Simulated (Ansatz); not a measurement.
Rhombohedral A7 Bi was calculated with RPBE (Ansatz, an electronic-structure program, PAW).

Numerical settings: plane-wave cutoff 520 eV, 16×16×16 k mesh, Fermi–Dirac smearing 0.05 eV, scalar-relativistic PAW data made under PBE.

The cell is scaled about its equilibrium volume:

Shape and atoms are relaxed at each volume.

```csv
V (Å³/atom),P (GPa),c (Å),a (Å)
37.564,0.80,12.376,4.586
38.346,0.36,12.592,4.593
39.129,0.01,12.814,4.600
39.911,-0.25,13.065,4.601
40.694,-0.45,13.330,4.599
```

Note: for a layered or molecular solid the relaxed cell lies over 5 % above the published volume, where the minimum can be shallow; the cell comes from a level without a dispersion term, which matters for the spacing of layers, chains or molecules; the bulk modulus comes from volumes at which shape and atoms were relaxed.
